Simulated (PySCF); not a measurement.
## Highest orbital energy against ionisation energy along group 13

Calculated with PySCF 2.14, no spin-orbit coupling. Each cell gives −ε(HOMO) / ΔSCF in eV; NIST values include spin-orbit coupling, (s) semi-empirical, (t) theoretical.

```csv
species,UHF,LDA,PBE,PBE0,r2SCAN,NIST (lowest levels)
"B (x2c-QZVPPall with one added diffuse shell each of s, p, d, f type, spin-free X2C)",8.673 / 8.040,4.110 / 8.643,4.168 / 8.670,5.372 / 8.644,4.587 / 8.764,8.298
"Al (x2c-QZVPPall with one added diffuse shell each of s, p, d, f type, spin-free X2C)",5.935 / 5.600,3.006 / 6.027,3.087 / 6.069,3.900 / 6.089,3.334 / 6.164,5.986
"Ga (x2c-QZVPPall with one added diffuse shell each of s, p, d, f type, spin-free X2C)",5.822 / 5.530,2.937 / 6.046,2.942 / 5.964,3.767 / 5.983,3.188 / 6.110,5.999
"In (x2c-QZVPPall with one added diffuse shell each of s, p, d, f type, spin-free X2C)",5.487 / 5.219,2.864 / 5.727,2.833 / 5.600,3.602 / 5.629,3.060 / 5.722,5.786
```

Question: How far is −ε(HOMO) from ΔSCF on average for each method, and why?

Answer: UHF 0.38 eV; LDA -3.38 eV; PBE -3.32 eV; PBE0 -2.43 eV; r2SCAN -3.15 eV. Hartree-Fock orbital energies lack relaxation and so exceed the ΔSCF value; semilocal functionals have convex E(N) from self-interaction, so their HOMO lies far too high; exact exchange moves hybrids part of the way back.
